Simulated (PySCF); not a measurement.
Compound: acetylene, C2H2.
SMILES with atom numbers: `[CH:1]#[CH:2]` (hydrogens: H3 on C1; H4 on C2)

A GFN2-xTB structure was refined with PySCF, BHandHLYP/6-31+G* geometry optimisation, gas phase. Its GFN2-xTB values:

| coordinate | GFN2-xTB |
| --- | --- |
| C1≡C2 | 1.194 Å |
| C1–H3 | 1.050 Å |
| C2–C1–H3 | 180.0° |

Task: How do these coordinates change at the BHandHLYP/6-31+G* level?

Result: 
```
coordinate  BHandHLYP/6-31+G* (Å or °)  change
     C1–H3                       1.060  +0.010
     C1≡C2                       1.196  +0.002
  C2–C1–H3                       179.9    -0.1
```

The energy falls by 0.11 kcal/mol over 3 energy and gradient evaluations, the largest force component goes from 0.0078 to 2.3e-04 Eh/bohr, and the atoms move by 0.008 Å rms after alignment. Among the bonds, C1–H3 and C2–H4 change most and about equally (+0.010 Å). Bonds longer at the end by more than 0.005 Å: 2 of 3; shorter: 0.

The run used 40 basis functions and 15 SCF cycles in all. Time: 1.1 s of wall time; peak memory 0.24 GiB. Hardware: one thread of an AMD EPYC 7R13, no GPU, on a shared host.

Stationary, but not proved a minimum.
